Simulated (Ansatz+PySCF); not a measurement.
Results of a calculation; reference values are marked as such.
Input for Ansatz (development build ahead of 0.2.0):

```yaml
crystal:
  periodic: [false, false, false]
  atoms:
    - { symbol: Si, position_ang: [0.0, 0.0, 0.0] }
    - { symbol: S, position_ang: [0.71374, 0.95166, 2.06039] }
basis:
  gaussian: { orbitals: STO-3G }
total_charge: -1
magnetization:
  initial_magnetization: 1
hamiltonian:
  xc: hf
correlation:
  method: fci
  frozen_orbitals: { S: 5, Si: 5 }
```

The input is written out in the form of the current development build from the run's settings.

Output:

| Property | Result |
| --- | --- |
| Converged | yes |
| Total energy | -678.53448 hartree |
| State | lowest doublet root, of any spatial symmetry |

Caution: no diffuse functions for an anion.
